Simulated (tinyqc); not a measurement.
Harmonic frequencies on the RHF/sto-3g surface (energies and gradients from PySCF), for CH3-, spin multiplicity 1, step by step. The basis has no diffuse functions, so it cannot describe the extra electron: this is an exercise in the method, not the real anion. One step of it, computed by the program tinyqc.

Question. One row of the Hessian: 4Hy. Displace 4Hy by +/-0.002 bohr; H(k, :) = (g(+) - g(-)) / (2 delta).

optimised positions (bohr):
```
            x          y          z
1C   0.007222  -0.023688   0.806039
2H   1.887676   0.018263  -0.151081
3H  -0.901089   1.646299  -0.110482
4H  -0.916330  -1.578514  -0.281804
```

gradient at +delta (hartree/bohr):
```
              x            y            z
1C  -0.00014600  -0.00041301  -0.00016310
2H   0.00000643  -0.00000230  -0.00000555
3H  -0.00005358  -0.00008269  -0.00006256
4H   0.00019316   0.00049800   0.00023120
```

gradient at -delta (hartree/bohr):
```
              x            y            z
1C   0.00013846   0.00040541   0.00015690
2H   0.00000101   0.00000059   0.00000477
3H   0.00004960   0.00007651   0.00006269
4H  -0.00018908  -0.00048251  -0.00022436
```

Give: row of the Hessian.

Answer.

row of the Hessian (hartree/bohr^2): 1Cx -0.071117, 1Cy -0.204606, 1Cz -0.080000, 2Hx 0.001353, 2Hy -0.000723, 2Hz -0.002580, 3Hx -0.025795, 3Hy -0.039799, 3Hz -0.031311, 4Hx 0.095559, 4Hy 0.245128, 4Hz 0.113891
